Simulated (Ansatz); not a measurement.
Species: sulfur dioxide, SO₂ (charge 0, singlet). SMILES: O=S=O
Geometry: optimised at B3LYP-D3(BJ)/def2-TZVP (Ansatz, an electronic-structure program).

Property: vertical ionisation energy to the doublet, in eV. Set-up: no spin-orbit coupling; 6-311+G** with 5d, 6d on Na to Ar in Ansatz; non-relativistic; dispersion terms only where a functional's name holds one; 6-31G* and kin with 6d, 5d where marked; each state is the SCF solution reached for its charge and spin; UHF or UKS for open shells. Ab initio and DFT rows: single points at B3LYP-D3(BJ) geometries (Ansatz).

Measured values: CCCBDB table in ASE; they hold spin-orbit and core effects. 

Value to compare with, the measured value: 12.50 eV.

```csv
level,program,vertical ionisation energy to the doublet (eV),error
B3LYP/STO-3G,Ansatz,7.77,-4.73
B3LYP/3-21G,Ansatz,11.61,-0.89
B3LYP/6-31G*,Ansatz,12.21,-0.29
B3LYP/6-311+G**,Ansatz,12.49,-0.01
B3LYP/def2-TZVPD,Ansatz,12.47,-0.03
```

Among the 4 habitual levels, B3LYP/STO-3G lies farthest from the measured value (-4.73 eV) and B3LYP/6-311+G** nearest (-0.01); 0 of 4 lie above it, and their mean absolute error is 1.48 eV, the median 0.59. One case shows no general order.

The sets are all those run for this method; runs whose electronic state is in doubt are left out.
